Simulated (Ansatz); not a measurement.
Geometry optimisation, RKS B3LYP-D4/6-31G* (Ansatz).

Input file:

```yaml
crystal:
  periodic: [false, false, false]
  atoms:
    - { symbol: Si, position_ang: [0.0, 0.0, 0.0] }
    - { symbol: H, position_ang: [0.0, 0.0, 1.81] }
    - { symbol: H, position_ang: [1.3768, 0.0, -0.4862] }
    - { symbol: H, position_ang: [-0.6877, 1.1914, -0.4862] }
    - { symbol: H, position_ang: [-0.6877, -1.1914, -0.4862] }
    - { symbol: "N", position_ang: [-2.0118, 0.0, 0.6685] }
    - { symbol: H, position_ang: [-2.7319, -0.6071, 0.1822] }
    - { symbol: Si, position_ang: [-2.5026, 1.0424, 2.0773] }
    - { symbol: H, position_ang: [-3.1705, 0.2206, 3.0824] }
    - { symbol: H, position_ang: [-1.3164, 1.6591, 2.6639] }
    - { symbol: H, position_ang: [-3.4153, 2.0851, 1.6175] }
    - { symbol: H, position_ang: [-0.9927, 0.0, 1.7642] }
basis:
  gaussian: { orbitals: "6-31G*" }
hamiltonian:
  xc: b3lyp
  dispersion: d4
relax:
  f_tol: 0.15
  max_steps: 25
  restrain:
    - { distance: [0, 5], at: 3.02, k: 30.0 }
    - { distance: [11, 1], at: 1.86, k: 30.0 }
    - { distance: [0, 1], at: 1.46, k: 30.0 }
    - { distance: [11, 5], at: 1.06, k: 30.0 }
output:
  orbitals: {}
```

Command:

```bash
$ ansatz run input.yaml --threads 1 --pin off --max-ram 2048MiB --backend cpu --events-out ev --progress --plain --runs-dir out
```

Task: Where does it end, and by what steps?

Result: The run converged. The restraints hold the end off the free minimum. After 11 steps the energy has fallen by 4.926 eV (the restraints' own energy left out); H12 moved furthest, 0.92 Å. Joined: N6–H12 (1.50 → 1.03 Å).

| step | energy less start (eV) | largest force component (eV/Å) | accepted |
| --- | --- | --- | --- |
| 0 | 0.0000 | 3.070 | yes |
| 1 | -0.7888 | 3.301 | yes |
| 2 | -1.7162 | 5.203 | yes |
| 3 | -2.9984 | 4.020 | yes |
| 4 | -4.0477 | 2.421 | yes |
| 5 | -4.5013 | 2.150 | yes |
| 6 | -4.7801 | 1.412 | yes |
| 7 | -4.8974 | 0.842 | yes |
| 8 | -4.9164 | 0.890 | yes |
| 9 | -4.9221 | 0.908 | yes |
| 10 | -4.9300 | 0.901 | no |
| 11 | -4.9260 | 0.887 | yes |

```xyz
12
Properties=species:S:1:pos:R:3
Si 0.399 0.046 -0.184
H 0.320 -0.498 1.180
H 1.827 0.001 -0.616
H -0.051 1.461 -0.209
H -0.400 -0.795 -1.115
N -2.266 -0.179 1.226
H -2.974 -0.781 0.818
Si -2.776 1.160 2.221
H -3.516 0.813 3.474
H -1.547 1.898 2.614
H -3.669 2.029 1.409
H -1.486 -0.754 1.589
```

The run took 23 s on 1 thread of Intel(R) Xeon(R) 6975P-C (Granite Rapids) (shared host), peak memory 0.16 GiB.
